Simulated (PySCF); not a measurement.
Consider cyanoallene, `C=C=CC#N` (C4H3N). Atom numbers as in the mapped SMILES `[CH2:1]=[C:2]=[CH:3][C:4]#[N:5]`.

Level of theory: ωB97X-D3(BJ)/ma-def2-TZVP single points in PySCF, grid level 2; every species was optimised with PBE0-D3(BJ)/def2-SVP. Thermal corrections: PBE0-D3(BJ)/def2-SVP frequencies, unscaled, ideal gas at 298.15 K and 1 bar, quasi-RRHO entropy.

Q: What are the vertical and the adiabatic ionisation energy for forming the radical cation?

A: 10.44 eV vertical and 10.18 eV adiabatic, the latter with zero-point energy.

Q: Where does the unpaired spin of the relaxed radical cation sit?

A: C3 (alkene carbon) 0.37, N5 (nitrile nitrogen) 0.35, C2 (alkene carbon) 0.25, C4 (nitrile carbon) -0.13 (intrinsic atomic orbital populations).

Q: What oxidation potential follows in DMSO (IEF-PCM), given that Fc+/Fc comes at 4.53 V absolute with this functional and basis?

A: In the gas phase ΔG of oxidation is 10.152 eV, and solvation is -28.2 kJ/mol for the parent and -276.9 kJ/mol for the product, so the absolute potential is 7.57 V, or 3.04 V against Fc+/Fc. Fc+/Fc in DMSO, 4.53 V, is ωB97X-D3(BJ)/ma-def2-TZVP on PBE0-D3(BJ)/def2-SVP structures with GFN2-xTB thermal terms. Benchmark calculations put it near 5.0 V in acetonitrile and DMSO, so it is about 0.5 V low, and the value against it can read up to that much too high. The solvent is electrostatics only, on gas-phase structures; the absolute scale refers to an electron at rest in vacuum.

Q: How far is −ε(HOMO) from the vertical value by ΔSCF?

A: −ε(HOMO) = 10.52 eV, which is 0.08 eV above the ΔSCF value.
